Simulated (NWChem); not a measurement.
acetylene (C2H2); SMILES C#C

Results from NWChem. Pople sets run with spherical d functions. All runs use the structure optimised with PBE0-D3(BJ)/def2-TZVP. Static field.

| level | basis functions | isotropic polarisability (bohr³) | anisotropy (bohr³) | relative time |
|---|---|---|---|---|
| PBE/6-31G* | 32 | 14.5 | 19.6 | 1 |
| PBE/6-31+G* | 40 | 19.0 | 17.9 | 1 |
| PBE/def2-SVP | 38 | 16.0 | 19.1 | 1 |
| PBE/def2-SVPD | 56 | 22.3 | 12.9 | 3 |
| PBE/def2-TZVP | 74 | 20.0 | 15.8 | 5 |
| PBE/aug-cc-pVDZ | 64 | 23.2 | 12.9 | 4 |
| PBE/Sadlej pVTZ | 66 | 23.7 | 12.6 | 4 |

Times are rough ratios from one shared machine.
